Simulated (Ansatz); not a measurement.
**CH₃BF radical (SMILES B[CH]F): single points off equilibrium**

The atoms stand at a structure displaced at random from a GFN2-xTB minimum. How far do the functionals agree with CCSD(T) there?

The runs use Ansatz 0.2.0, Gaussian basis; single points in def2-TZVPP.

Cores are frozen in the correlated methods. Orbitals are unrestricted. B3LYP uses VWN-RPA correlation.

## (1) Starting geometry

SMILES `B[CH]F`, 6 atoms, charge 0, spin multiplicity 2.

Atoms are counted from 1 here; the program's logs count them from 0.

Bond lengths: B1–C2 1.479 Å, B1–H4 1.263 Å, B1–H5 1.145 Å, C2–F3 1.253 Å, C2–H6 1.139 Å. Angles: C2–B1–H4 124.5°, C2–B1–H5 119.6°, H4–B1–H5 115.1°, B1–C2–F3 128.5°, B1–C2–H6 124.2°, F3–C2–H6 106.8°.

Geometry (Å):

```
atom    x (Å)    y (Å)    z (Å)
  B1  -0.5058  -0.0392  -0.5556
  C2   0.4324  -0.0225   0.5882
  F3   0.9003   0.9664   1.1997
  H4  -0.8980  -1.0860  -1.1440
  H5  -0.7827   0.9433  -1.0748
  H6   0.7439  -0.9483   1.1737
```

## (2) CCSD(T)/def2-TZVPP

Contents of run/in.yaml:

```yaml
crystal:
  periodic: [false, false, false]
  atoms:
    - {symbol: B, position_ang: [-0.505800, -0.039200, -0.555600]}
    - {symbol: C, position_ang: [0.432400, -0.022500, 0.588200]}
    - {symbol: F, position_ang: [0.900300, 0.966400, 1.199700]}
    - {symbol: H, position_ang: [-0.898000, -1.086000, -1.144000]}
    - {symbol: H, position_ang: [-0.782700, 0.943300, -1.074800]}
    - {symbol: H, position_ang: [0.743900, -0.948300, 1.173700]}
basis:
  gaussian: {orbitals: def2-TZVPP}
magnetization: {spin_polarized: true, initial_magnetization: 1}
correlation: {method: ccsd_t}
scf: {omitted_lower_state_checks: [cluster_reference]}
output: {forces: true}
```

No record of the launch command was kept for these runs.

## (3) PBE0-D4/def2-TZVPP

run/in.yaml: that of step 2 with these lines changed.

```diff
@@ -12,4 +12,3 @@
 magnetization: {spin_polarized: true, initial_magnetization: 1}
-correlation: {method: ccsd_t}
-scf: {omitted_lower_state_checks: [cluster_reference]}
-output: {forces: true}
+hamiltonian: {xc: pbe0, dispersion: d4}
+output: {forces: true, orbitals: {seedname: orbitals}}
```

## (4) wB97M-V/def2-TZVPP

run/in.yaml: that of step 3 with these lines changed.

```diff
@@ -12,3 +12,3 @@
 magnetization: {spin_polarized: true, initial_magnetization: 1}
-hamiltonian: {xc: pbe0, dispersion: d4}
-output: {forces: true, orbitals: {seedname: orbitals}}
+hamiltonian: {xc: {name: wB97M-V}}
+output: {forces: true}
```

## (5) r2SCAN-D4/def2-TZVPP

run/in.yaml: that of step 4 with these lines changed.

```diff
@@ -12,3 +12,3 @@
 magnetization: {spin_polarized: true, initial_magnetization: 1}
-hamiltonian: {xc: {name: wB97M-V}}
+hamiltonian: {xc: r2scan, dispersion: d4}
 output: {forces: true}
```

## (6) PBE-D4/def2-TZVPP

run/in.yaml: that of step 5 with these lines changed.

```diff
@@ -12,3 +12,3 @@
 magnetization: {spin_polarized: true, initial_magnetization: 1}
-hamiltonian: {xc: r2scan, dispersion: d4}
+hamiltonian: {xc: pbe, dispersion: d4}
 output: {forces: true}
```

## (7) B3LYP-D4/def2-TZVPP

run/in.yaml: that of step 6 with these lines changed.

```diff
@@ -12,3 +12,3 @@
 magnetization: {spin_polarized: true, initial_magnetization: 1}
-hamiltonian: {xc: pbe, dispersion: d4}
+hamiltonian: {xc: {name: B3LYP}, dispersion: d4}
 output: {forces: true}
```

## (8) CAM-B3LYP-D4/def2-TZVPP

run/in.yaml: that of step 7 with these lines changed.

```diff
@@ -12,3 +12,3 @@
 magnetization: {spin_polarized: true, initial_magnetization: 1}
-hamiltonian: {xc: {name: B3LYP}, dispersion: d4}
+hamiltonian: {xc: {name: CAM-B3LYP}, dispersion: d4}
 output: {forces: true}
```

(Steps that only read results are left out.)

Before running it: what results should come out? Wanted: energy less free atoms, CCSD(T)/def2-TZVPP; RMS force component; RMS force error; HOMO and LUMO, PBE0-D4; T1 diagnostic.

As calculated:

| quantity | value |
| --- | --- |
| energy less free atoms, CCSD(T)/def2-TZVPP | -478.7 kcal/mol |
| RMS force component | 1.635 to 1.784 eV/Å over the methods |
| RMS force error | PBE0-D4 0.172, wB97M-V 0.094, r2SCAN-D4 0.111, PBE-D4 0.197, B3LYP-D4 0.095, CAM-B3LYP-D4 0.134 eV/Å |
| HOMO and LUMO, PBE0-D4 | -7.44 and -3.46 eV |
| T1 diagnostic | 0.017 |

What this shows: Against CCSD(T) the functionals' energies less atoms differ by -31.6 to -18.8 kcal/mol, PBE-D4 by -31.6 kcal/mol. The reference is not at the basis limit: in triple zeta CCSD(T) underbinds, which counts against methods that bind more; the gaps are no ranking. On forces the order runs from wB97M-V to PBE-D4. Frozen-core CCSD(T) forces in triple zeta carry basis errors of their own, and this is one geometry, so small gaps rank nothing.
